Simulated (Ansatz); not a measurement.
in.yaml

```yaml
crystal:
  periodic: [false, false, false]
  atoms:
    - {symbol: Hf, position_ang: [0.000000, 0.000000, 0.580633]}
    - {symbol: H, position_ang: [0.000000, 0.000000, -3.122367]}
    - {symbol: H, position_ang: [0.000000, 0.000000, 2.541733]}
basis:
  gaussian: {orbitals: def2-SVP}
magnetization: {spin_polarized: true, initial_magnetization: 4}
hamiltonian: {xc: {name: B3LYP}}
```

```sh
$ ansatz run in.yaml --threads 1 --pin off --events-out ev --progress --plain --max-ram 2393MiB
```

Output:

```
455 factors; their error is unknown
mean field evaluation 1: about -1330.3480 eV, gradient 1.2e1 eV
mean field evaluation 2: about -1328.9493 eV, gradient 1.7e1 eV
mean field evaluation 4: about -1331.5067 eV, gradient 6.7e-1 eV
mean field evaluation 8: about -1331.5776 eV, gradient 5.5e-2 eV
mean field evaluation 16: about -1331.6442 eV, gradient 4.9e-1 eV
mean field evaluation 32: about -1330.3480 eV, gradient 1.2e1 eV
mean field evaluation 64: about -1331.9541 eV, gradient 2.1e-1 eV
mean field -1332.04461837 eV, -48.9517368327 hartree, gradient 1.3e-5 eV, S^2 6.001502; 13 other end points of the search recorded, 0 dependent functions left out
reference -1332.04485977 eV, -48.9517457041 hartree; 9, 5 occupied and 33, 37 virtual orbitals, 455 factors
Total energy: -1332.04485977 eV, -48.9517457041 hartree
```

Ran on 1 thread of Arm Neoverse V1, shared host: 10 s wall, 0.14 GiB peak host memory.
